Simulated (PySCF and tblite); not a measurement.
C3H5NO, numbered as in [CH2:1]=[CH:2][C:3]([NH2:4])=[O:5]. Free energies: PBE0-D3(BJ)/def2-TZVP (IEF-PCM, chloroform) on PBE0-D3(BJ)/def2-SVP structures plus GFN2-xTB thermal terms, symmetry and mirror images included. Conformers within 3 kcal/mol (GFN2-xTB free energy) were kept, 5 at most. GIAO shieldings: wB97X-D/pcSseg-1 (IEF-PCM, chloroform). Shifts are against TMS (¹H), TMS (¹³C), NH3 (¹⁵N) at the same level; of two unlike H on one atom, a is the less shielded. Codes: tblite and PySCF.

Torsions listed: C1–C2–C3–O5, O5–C3–N4–H4. Of a mirror pair one member is shown.

| conformer | shape | point group | mirror pair | ΔE(DFT) | Δ(G−E) at 260 K | δ H1a (ppm) |
| --- | --- | --- | --- | --- | --- | --- |
| 1 | 0°, 0° | Cs | no | 0.00 | 0.00 | 6.90 |
| 2 | 152°, 166° | C1 | yes | 1.40 | 0.07 | 6.19 |

Energies in kcal/mol; the thermal term leaves out symmetry numbers and mirror images.

Q: Work out the weights at 260 K and the ¹H shift of H1a under fast exchange.

A: RT = 0.517 kcal/mol. Each conformer gets RT ln(σ/g), with σ the rotational symmetry number and g = 2 for a mirror pair: 1: σ = 1, g = 1, G = 0.00 + 0.00 + 0.00 = 0.00, 0.00 above the lowest, exp(−ΔG/RT) = 1.000; 2: σ = 1, g = 2, G = 1.40 + 0.07 − 0.36 = 1.11, 1.11 above the lowest, exp(−ΔG/RT) = 0.116. The sum is 1.116, so the weights are 89.6, 10.4 %. The averaged shift is 6.83 ppm. At 298.15 K it is 6.80 ppm. At 298.15 K the leading conformer alone gives 6.90 ppm and bare DFT energies give 6.84 ppm.

Rotation about the C–N or B–N bond may be slow on the NMR time scale, and the averages treat it as fast.


¹⁵N shifts are against a computed isolated NH3 molecule, about 20 ppm from the liquid.